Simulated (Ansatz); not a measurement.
Results of r²SCAN (Ansatz, an electronic-structure program, PAW) for rock-salt SnTe (cubic form, which distorts at low temperature).

Numerical settings: plane-wave cutoff 600 eV, 20×20×20 k mesh, scalar-relativistic PAW data made under PBE.

Cell (relaxed at this level):

```cif
data_Sn4Te4
_chemical_formula_sum 'Sn4 Te4'
_space_group_name_H-M_alt 'Fm-3m'
_space_group_IT_number 225
_space_group_name_Hall '-F 4 2 3'
_cell_length_a 6.37119
_cell_length_b 6.37119
_cell_length_c 6.37119
_cell_angle_alpha 90.000
_cell_angle_beta 90.000
_cell_angle_gamma 90.000
loop_
_atom_site_label
_atom_site_type_symbol
_atom_site_symmetry_multiplicity
_atom_site_Wyckoff_symbol
_atom_site_fract_x
_atom_site_fract_y
_atom_site_fract_z
_atom_site_occupancy
Sn1 Sn 4 a 0.00000 0.00000 0.00000 1
Te1 Te 4 b 0.50000 0.50000 0.50000 1
```
(The calculation used a cell of 2 atoms; values per cell refer to that cell.)

**Question.** Predict the Poisson ratio, Voigt–Reuss–Hill bulk modulus, elastic constant C12, elastic constant C44, polycrystal shear modulus (Hill average) and elastic constant C11.

**Answer.** 
Poisson ratio: 0.215
Voigt–Reuss–Hill bulk modulus: 43.8 GPa
elastic constant C12: 2.73 GPa
elastic constant C44: 18.7 GPa
polycrystal shear modulus (Hill average): 30.9 GPa
elastic constant C11: 126 GPa

Measured, for comparison: elastic constant C12 2.1 GPa, elastic constant C44 9.69 GPa, elastic constant C11 109 GPa (temperature not stated, not corrected to a static lattice; as tabulated in Oses et al. (2018), arXiv:1811.08464). Computed (rounded) less measured: elastic constant C12 +30 %, elastic constant C44 +93 %, elastic constant C11 +16 %.

Note: symmetry holds this phase in the static calculation, where it need not be a minimum.

Elastic constants are with the ions relaxed.

Spin–orbit coupling is not included.

Computed values are for the static lattice.

It cost about 22 core-minutes (a rough figure) of CPU time.
